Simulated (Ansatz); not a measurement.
Debugging a rigid scan of one bond angle of AlFHS, SMILES [F][Al][SH] (Ansatz 0.2.0 through its Python package).

`bend.py`:
```python
# -*- coding: utf-8 -*-
"""Energy of AlFHS against one bond angle."""

import ansatz as az
from ase import Atoms

BASIS_SET = "def2-SVP"
FUNCTIONAL = "CAM-B3LYP"
FMAX = 0.02


def main():
    atoms = Atoms(["F", "Al", "S", "H"], positions=[
        (-2.0369, 0.0736, 0.6984),
        (-0.3628, 0.6214, 0.7728),
        (0.9892, 0.2498, -0.9986),
        (1.4661, -1.0052, -0.4929),
    ])

    # start the scan from a relaxed geometry
    first = (
        az.Crystal.molecule_from_ase(atoms).calculation()
        .basis(gaussian=BASIS_SET)
        .functional(FUNCTIONAL)
        .spin("collinear", total=5)  # two spin channels
        .relax(force_tolerance=FMAX, max_steps=30)
    )
    atoms.positions = first.run().report["positions_ang"]

    rows = []
    for angle in [90, 100, 110, 120, 135, 150, 165, 179]:
        bent = atoms.copy()
        bent.set_angle(1, 2, 3, angle, indices=[3])
        job = (
            az.Crystal.molecule_from_ase(bent).calculation()
            .basis(gaussian=BASIS_SET)  # atom-centred Gaussian functions
            .functional(FUNCTIONAL)
            .spin("collinear", total=5)  # spin-polarised run
        )
        rows.append((angle, job.run().report["free_energy_ev"]))
    floor = min(e for _, e in rows)
    for angle, e in rows:
        print(f"angle Al1-S2-H3 = {angle:3d} deg   {1000 * (e - floor):9.1f} meV")


if __name__ == "__main__":
    main()
```

Running `python bend.py` prints:
```text
angle Al1-S2-H3 =  90 deg         1.1 meV
angle Al1-S2-H3 = 100 deg         0.6 meV
angle Al1-S2-H3 = 110 deg         0.4 meV
angle Al1-S2-H3 = 120 deg         0.3 meV
angle Al1-S2-H3 = 135 deg         0.1 meV
angle Al1-S2-H3 = 150 deg         0.0 meV
angle Al1-S2-H3 = 165 deg         0.0 meV
angle Al1-S2-H3 = 179 deg         0.0 meV
```

No error stopped it. What is wrong with the input all the same?

The fault: the spin state is higher than the ground state's. The correction:

```diff
--- before
+++ after
@@ -24,4 +24,4 @@
         .functional(FUNCTIONAL)
-        .spin("collinear", total=5)  # two spin channels
-        .relax(force_tolerance=FMAX, max_steps=30)
+        .spin("collinear", total=1)  # two spin channels
+        .relax(force_tolerance=FMAX, max_steps=80)
     )
@@ -37,3 +37,3 @@
             .functional(FUNCTIONAL)
-            .spin("collinear", total=5)  # spin-polarised run
+            .spin("collinear", total=1)  # spin-polarised run
         )
```

The mended script runs so:

`python bend.py` gives:
```text
angle Al1-S2-H3 =  90 deg         0.0 meV
angle Al1-S2-H3 = 100 deg        16.9 meV
angle Al1-S2-H3 = 110 deg       110.1 meV
angle Al1-S2-H3 = 120 deg       266.3 meV
angle Al1-S2-H3 = 135 deg       577.5 meV
angle Al1-S2-H3 = 150 deg       909.9 meV
angle Al1-S2-H3 = 165 deg      1180.1 meV
angle Al1-S2-H3 = 179 deg      1307.1 meV
```

Reading the output:
- The scan is rigid, and the energies are electronic, in a modest basis. The zero is the lowest point of the grid, which needn't be the minimum.
- The species is open-shell (spin multiplicity 2).
- Wall time of the script: 37 s on 1 thread of Arm Neoverse V2, on a shared host, peak memory 0.22 GiB.

(A comment or docstring line of the script was reworded after the run, the code is as it ran; lines on the test bed's own set-up are left out of the output.)
